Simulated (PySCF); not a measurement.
methane (CH4), SMILES C. The structure is a stationary point at PBE-D3(BJ)/def2-TZVPD.

These are PBE-D3(BJ)/def2-TZVPD in PySCF values and carry that method's errors.

Harmonic wavenumbers (cm⁻¹): 1284, 1284, 1284, 1507, 1507, 2972, 3087, 3087, 3087. Rotational constants (GHz): 156.3, 156.3, 156.3; symmetry number 12.

**Question.** Work out the zero-point energy and the ideal-gas rigid-rotor harmonic-oscillator thermochemistry at 298.15 K and 1 atm.

**Answer.** ZPE = ½ Σ hcν = ½ × 19100 cm⁻¹ = 114.24 kJ/mol. H − E(el) = 124.28 kJ/mol. Entropy in J/(mol K): translation 143.36, rotation 42.49, vibration 0.46, total 186.31. G − E(el) = 68.73 kJ/mol. Cp = 35.83 J/(mol K).
